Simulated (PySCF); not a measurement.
# Si₃⁺: relaxation and vibrations of the quartet

The task is one start of a wider search on Si₃⁺: the quartet, from a obtuse triangle start. It is relaxed, tested by its Hessian and followed downhill if it is a saddle.

The runs use PySCF 2.14.0; PBE0, basis Si def2-TZVP, no relativity, density fitting.

### Step 1. Starting geometry

3 atoms, charge 1, spin multiplicity 4.

Bond lengths: Si1–Si2 2.283 Å, Si1–Si3 2.283 Å. Angles: Si2–Si1–Si3 104.9°.

Coordinates in bohr (charge 1 multiplicity 4):
```
Si    0.0000    0.0000    0.0000
Si    3.4196    2.6305    0.0000
Si   -3.4196    2.6305    0.0000
```

### Step 2. Finding the electronic state

The steps below are one call of a driver around PySCF. For each, scf.py gives the equivalent set-up of the SCF; relaxations use the driver's own optimiser. After this first run the driver tries any further starts and a stability analysis.

Contents of scf.py:

```python
from pyscf import gto, scf, dft
mol = gto.M(atom='''
Si     0.000000     0.000000     0.000000
Si     1.809600     1.392000     0.000000
Si    -1.809600     1.392000     0.000000''',
    basis={'Si': 'def2-TZVP'},
    charge=1, spin=3)
mf = dft.UKS(mol, xc='PBE0')
mf.grids.atom_grid = (50, 194)
aux = {'Si': 'def2-universal-JKFIT'}
mf = mf.density_fit(auxbasis=aux)
mf.conv_tol = 1e-08
mf.diis_space = 10
mf.max_cycle = 60
mf.init_guess = 'minao'
mf.verbose = 4
mf.kernel()
```

Started as:

```
$ OMP_NUM_THREADS=4 python axn.py task.json out
```

The log of the run:

```text
init E= -867.984312455777
[... the frontier-level lines of each cycle are left out ...]
cycle= 1 E= -867.637480444117  delta_E= 0.347  |g|= 0.182  |ddm|= 1.18
cycle= 2 E= -867.660653469541  delta_E= -0.0232  |g|= 0.104  |ddm|= 0.524
cycle= 3 E= -867.664324139199  delta_E= -0.00367  |g|= 0.019  |ddm|= 0.12
cycle= 4 E= -867.664598431791  delta_E= -0.000274  |g|= 0.0117  |ddm|= 0.0347
cycle= 5 E= -867.66472500936  delta_E= -0.000127  |g|= 0.00698  |ddm|= 0.0247
cycle= 6 E= -867.664781320149  delta_E= -5.63e-05  |g|= 0.00276  |ddm|= 0.0128
cycle= 7 E= -867.664795617428  delta_E= -1.43e-05  |g|= 0.000814  |ddm|= 0.00663
cycle= 8 E= -867.664799978951  delta_E= -4.36e-06  |g|= 0.000347  |ddm|= 0.00529
cycle= 9 E= -867.664800743579  delta_E= -7.65e-07  |g|= 0.000191  |ddm|= 0.0019
cycle= 10 E= -867.664801082085  delta_E= -3.39e-07  |g|= 0.000111  |ddm|= 0.00132
cycle= 11 E= -867.664801277076  delta_E= -1.95e-07  |g|= 4e-05  |ddm|= 0.00142
cycle= 12 E= -867.664801301065  delta_E= -2.4e-08  |g|= 7.3e-06  |ddm|= 0.000616
cycle= 13 E= -867.664801301307  delta_E= -2.42e-10  |g|= 2.28e-06  |ddm|= 5.68e-05
Extra cycle  E= -867.664801301299  delta_E= 7.5e-12  |g|= 3.32e-06  |ddm|= 7.97e-06
converged SCF energy = -867.664801301299  <S^2> = 3.7793279  2S+1 = 4.0146372
```

This step, with its further starts and checks, needed 8.8 s of wall time on 4 threads of Arm Neoverse V2, shared host.

The starts that the driver tried:

| start | energy (Eh) |
| --- | --- |
| the minimal-basis guess | -867.664801 |
| a thermally smeared density | -867.668576 |
| a smeared PBE density | -867.668576 |

The first run landed in a state that is too high. Following the other starts and the instabilities gains 9.9 kJ/mol (-867.66858 Eh), and the work goes on from there.

### Step 3. Obtuse triangle start, quartet: relaxation

The program finds C2v symmetry in the start, which this walk keeps. Threshold on the gradient: 0.0003 Eh/bohr, with a further test on the energy change.

scf.py: that of step 2 with these lines changed.

```diff
@@ -3,3 +3,3 @@
-Si     0.000000     0.000000     0.000000
-Si     1.809600     1.392000     0.000000
-Si    -1.809600     1.392000     0.000000''',
+Si     0.000000    -0.928000     0.000000
+Si     1.809600     0.464000     0.000000
+Si    -1.809600     0.464000     0.000000''',
@@ -15 +14,0 @@
-mf.init_guess = 'minao'
```

Energy and gradient, step by step:

| step | energy (Eh) | change (kJ/mol) | largest symmetric gradient (Eh/bohr) |
| --- | --- | --- | --- |
| 0 | -867.668576 | 0.00 | 0.01341 |
| 1 | -867.671290 | -7.13 | 0.00772 |
| 2 | -867.674830 | -16.42 | 0.00957 |
| 3 | -867.675872 | -19.16 | 0.01068 |
| 4 | -867.677018 | -22.16 | 0.00878 |
| 5 | -867.678544 | -26.17 | 0.00420 |
| 6 | -867.679289 | -28.13 | 0.00250 |
| 7 | -867.679744 | -29.32 | 0.00158 |
| 8 | -867.680016 | -30.04 | 0.00096 |
| 9 | -867.680081 | -30.21 | 0.00042 |
| 10 | -867.680098 | -30.25 | 0.00069 |
| 11 | -867.680105 | -30.27 | 0.00028 |
| 12 | -867.680108 | -30.28 | 0.00006 |

The walk took 18 s.

Geometry (Å) and forces (eV/Å) at some steps:

```
step 0
Si   0.000  -0.928   0.000   0.000  -0.293   0.000
Si   1.810   0.464   0.000   0.689   0.146   0.000
Si  -1.810   0.464   0.000  -0.690   0.146   0.000
step 1
Si   0.000  -0.895   0.000   0.000   0.046   0.000
Si   1.883   0.447   0.000   0.397  -0.023   0.000
Si  -1.883   0.447   0.000  -0.397  -0.023   0.000
step 6
Si   0.000  -0.367   0.000   0.000   0.129   0.000
Si   2.283   0.184   0.000  -0.100  -0.064   0.000
Si  -2.283   0.184   0.000   0.100  -0.064   0.000
step 12
Si   0.000  -0.005   0.000   0.000   0.001   0.000
Si   2.336   0.002   0.000  -0.003   0.000   0.000
Si  -2.336   0.002   0.000   0.003   0.000   0.000
```

End point (D∞h, 12 steps, 30.3 kJ/mol gained): Si–Si 2.336 Å (×2); Si–Si–Si 179.7°.

### Step 4. Hessian and properties

The point is checked on the finer grid, and tightened if its gradient asks for it. The Hessian and the dipole derivatives come from central differences of analytic gradients, with steps of 0.02 bohr.

scf.py: that of step 3 with these lines changed.

```diff
@@ -3,3 +3,3 @@
-Si     0.000000    -0.928000     0.000000
-Si     1.809600     0.464000     0.000000
-Si    -1.809600     0.464000     0.000000''',
+Si     0.000000     0.000000     0.000000
+Si     2.335957     0.000000     0.000000
+Si    -2.335957     0.000000     0.000000''',
@@ -9 +9 @@
-mf.grids.atom_grid = (50, 194)
+mf.grids.atom_grid = (75, 302)
@@ -12 +12 @@
-mf.conv_tol = 1e-08
+mf.conv_tol = 1e-10
```

This SCF starts from the last density.

SCF at the final geometry:

```text
init E= -867.680118199232
[... the frontier-level lines of each cycle are left out ...]
cycle= 1 E= -867.680118199229  delta_E= 2.39e-12  |g|= 1.55e-06  |ddm|= 3.83e-06
Extra cycle  E= -867.680118199229  delta_E= 1.14e-13  |g|= 2.13e-06  |ddm|= 5.23e-06
converged SCF energy = -867.680118199229  <S^2> = 3.7689582  2S+1 = 4.0094679
```

The whole step took 17 s.

Geometry: D∞h; Si–Si 2.336 Å (×2); Si–Si–Si 180.0°.

Harmonic modes (main isotopes):

| ω (cm⁻¹) | IR (km/mol) | μ (u) |
| --- | --- | --- |
| 45 | 0.0 | 27.98 |
| 83 | 0.0 | 27.98 |
| 318 | 0.0 | 27.98 |
| 397 | 53.9 | 27.98 |

No imaginary mode, so this is a minimum.

Here the density breaks the symmetry of the frame, and no labels are given; pairs that should be degenerate can split.

Constants and moments:

* Dipole moment about the centre of mass: 0.00 D
* Highest occupied level: -10.65 eV
* Lowest empty level: -9.24 eV
* Rotational constants: 0.05521 cm⁻¹
* Zero-point energy: 5.0 kJ/mol
* Principal polarisabilities: 56.3, 56.8, 200.7 bohr³
* Principal traceless quadrupole moments about the centre of mass: -12.69, -6.91, 19.60 D Å
* Entropy at 298.15 K and 1 bar (electronic part: spin only): 293.1 J/(mol K)
* Heat capacity Cp at 298.15 K: 58.6 J/(mol K)
* Enthalpy at 298.15 K above 0 K: 14.77 kJ/mol
* Rotational symmetry number: 2
* Spin squared ⟨S²⟩: 3.769

Populations by atom (charges in e):

| atom | Mulliken | Löwdin | polar tensor | spin (Mulliken) | Mayer order to Si1 |
| --- | --- | --- | --- | --- | --- |
| Si1 | 0.26 | 0.24 | 0.00 | 1.29 | – |
| Si2,3 | 0.37 | 0.38 | 0.50 | 0.85 | 1.33 |

Mulliken populations on Si1: s 5.57, p 8.04, d 0.13, f 0.01.

### Step 5. Summary of results

| quantity | value |
| --- | --- |
| minimum | quartet, D∞h |
| geometry | Si–Si 2.336 Å (×2); Si–Si–Si 180.0° |
| wavenumbers (cm⁻¹) | 45, 83, 318, 397 |
| dipole moment (centre of mass) | 0.00 D |
| highest occupied, lowest empty level (either spin) | -10.65, -9.24 eV |
| polar-tensor charge of Si1 | -0.00 e |
| zero-point energy | 5.0 kJ/mol |
| entropy at 298.15 K | 293.1 J/(mol K) |
| ⟨S²⟩ | 3.769 |

In words: The obtuse triangle start (C2v) ends in a minimum of D∞h symmetry. In the infrared the band at 397 cm⁻¹ (stretch) leads. The first SCF alone would have been 10 kJ/mol too high. Only this shape and spin were tried, so other structures or states may lie lower. The SCF density has lower symmetry than the nuclear frame.

The search up to here took 44 s.
